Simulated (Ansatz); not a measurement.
Geometry optimisation, Ansatz 0.2.0, UKS PBE-D4/def2-SVP.

The input (input.yaml):

```yaml
crystal:
  periodic: [false, false, false]
  atoms:
    - { symbol: C, position_ang: [-0.5351, 0.9319, -0.6426] }
    - { symbol: O, position_ang: [0.5953, 0.3445, -0.4537] }
    - { symbol: C, position_ang: [0.454, -0.7364, 0.4499] }
    - { symbol: H, position_ang: [-1.3931, 0.6488, -0.1473] }
    - { symbol: H, position_ang: [-0.5248, 1.7955, -1.362] }
    - { symbol: H, position_ang: [0.67319, -1.69077, -0.05596] }
    - { symbol: H, position_ang: [-0.65862, -0.77736, 0.73583] }
    - { symbol: H, position_ang: [0.99385, -0.5894, 1.32451] }
magnetization:
  spin_polarized: true
  initial_magnetization: 1
basis:
  gaussian: { orbitals: def2-SVP }
hamiltonian:
  xc: pbe
  dispersion: d4
relax:
  f_tol: 0.015
  max_steps: 40
output:
  orbitals: {}
```

Run as:

```bash
$ ansatz run input.yaml --threads 1 --pin off --max-ram 2048MiB --backend cpu --events-out ev --progress --plain --runs-dir out
```

Where does it end, and by what steps?

The forces met the threshold. After 9 steps the energy has fallen by 0.576 eV; H4 moved furthest, 0.55 Å.

```json
{"step": "0", "energy less start (eV)": "0.0000", "largest force component (eV/Å)": "3.982", "accepted": "yes"}
{"step": "1", "energy less start (eV)": "-0.4447", "largest force component (eV/Å)": "1.166", "accepted": "yes"}
{"step": "2", "energy less start (eV)": "-0.4871", "largest force component (eV/Å)": "0.238", "accepted": "yes"}
{"step": "3", "energy less start (eV)": "-0.5057", "largest force component (eV/Å)": "0.392", "accepted": "yes"}
{"step": "4", "energy less start (eV)": "-0.5149", "largest force component (eV/Å)": "0.360", "accepted": "yes"}
{"step": "5", "energy less start (eV)": "-0.5471", "largest force component (eV/Å)": "0.327", "accepted": "yes"}
{"step": "6", "energy less start (eV)": "-0.5520", "largest force component (eV/Å)": "0.241", "accepted": "yes"}
{"step": "7", "energy less start (eV)": "-0.5743", "largest force component (eV/Å)": "0.085", "accepted": "yes"}
{"step": "8", "energy less start (eV)": "-0.5750", "largest force component (eV/Å)": "0.054", "accepted": "yes"}
{"step": "9", "energy less start (eV)": "-0.5757", "largest force component (eV/Å)": "0.010", "accepted": "yes"}
```

```xyz
8
Properties=species:S:1:pos:R:3
C -0.535 0.894 -0.866
O 0.520 0.545 -0.086
C 0.413 -0.713 0.551
H -1.525 0.454 -0.644
H -0.448 1.902 -1.296
H 0.349 -1.542 -0.191
H -0.487 -0.761 1.209
H 1.318 -0.852 1.171
```

Whether the end is a true minimum wasn't checked by a vibrational analysis.

Run time: 25 s on 1 thread of Arm Neoverse V1 (shared host), peak memory 0.12 GiB.
